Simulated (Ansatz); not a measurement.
# CH4N2S: the cost of one run

Program: Ansatz 0.2.0, Gaussian basis. Level of theory: the settings change from run to run. These are calculated values, not measurements.

## Step 1: The relaxed structure

The structure was relaxed beforehand with PBE0-D4 in a triple-zeta def2 set.

8 atoms, charge 0, spin multiplicity 1.

Atoms are counted from 1 here; the program's logs count them from 0.

Bond lengths: N1–C2 1.265 Å, N1–H5 1.014 Å, C2–N3 1.371 Å, C2–S4 1.787 Å, N3–H6 1.010 Å, N3–H7 1.006 Å, S4–H8 1.343 Å. Angles: C2–N1–H5 112.3°, N1–C2–N3 121.8°, N1–C2–S4 123.5°, N3–C2–S4 114.7°, C2–N3–H6 112.9°, C2–N3–H7 116.8°, H6–N3–H7 114.8°, C2–S4–H8 96.8°.

## Step 2: RPBE/aug-cc-pVTZ

This run has density fitting with cc-pVTZ-jkfit, D3(BJ) dispersion.

The input, in.yaml:

```yaml
crystal:
  periodic: [false, false, false]
  atoms:
    - {symbol: N, position_ang: [-0.852949, 1.264359, -0.415787]}
    - {symbol: C, position_ang: [-0.218361, 0.203526, -0.147375]}
    - {symbol: N, position_ang: [0.928228, 0.218091, 0.603662]}
    - {symbol: S, position_ang: [-0.730503, -1.416818, -0.698660]}
    - {symbol: H, position_ang: [-1.741563, 1.077099, -0.866312]}
    - {symbol: H, position_ang: [1.264996, 1.151439, 0.789698]}
    - {symbol: H, position_ang: [1.641580, -0.446426, 0.355791]}
    - {symbol: H, position_ang: [-0.199327, -2.108371, 0.323084]}
basis:
  gaussian: {orbitals: aug-cc-pVTZ, fitting: {mean_field: cc-pVTZ-jkfit}}
hamiltonian: {xc: {name: RPBE}, dispersion: d3bj}
output: {forces: true}
```

The run is started by

```
> ansatz run in.yaml --threads 2 --pin off --events-out ev --progress --plain --max-ram 4352MiB
```

**Question.** How long does this run take on 2 threads of Arm Neoverse N1, shared host, and how much memory does it need?

About 6.5 s, with a peak of 0.36 GiB.
